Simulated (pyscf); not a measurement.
Optimised with ωB97X-D3(BJ)/def2-SVP in PySCF.

Q: `[SiH3][Si]([SiH3])=[Ge]([SiH3])[SiH3]` + `[SiH3][SiH3]` -> `[SiH3][SiH2][Ge]([SiH3])([SiH3])[SiH]([SiH3])[SiH3]`
Surface: singlet. Broken: H–Si. Formed: H–Si, Ge–Si. Give ΔE‡ and ΔE from ωB97X-D3(BJ)/def2-TZVP, relative to the separated reactants.

A: ΔE‡ = 33.9 kJ/mol, ΔE = -203.6 kJ/mol. ωB97M-D3(BJ)/def2-TZVP gives 44.2 kJ/mol and -182.1 kJ/mol. Zero-point energy shifts the barrier by +3.7 kJ/mol. It is an addition across a multiple bond or ene-type step, with an imaginary mode of 326i cm⁻¹. On the reactant side the descent ends in a complex (not fully relaxed), 32.3 kJ/mol under the separated species and 66.2 kJ/mol under the saddle at ωB97X-D3(BJ)/def2-TZVP. At the saddle there is also a short Si–Si contact that neither side keeps. One saddle was located; it need not be the lowest between these sides. Elements up to Kr have no core potential and no relativistic terms here.
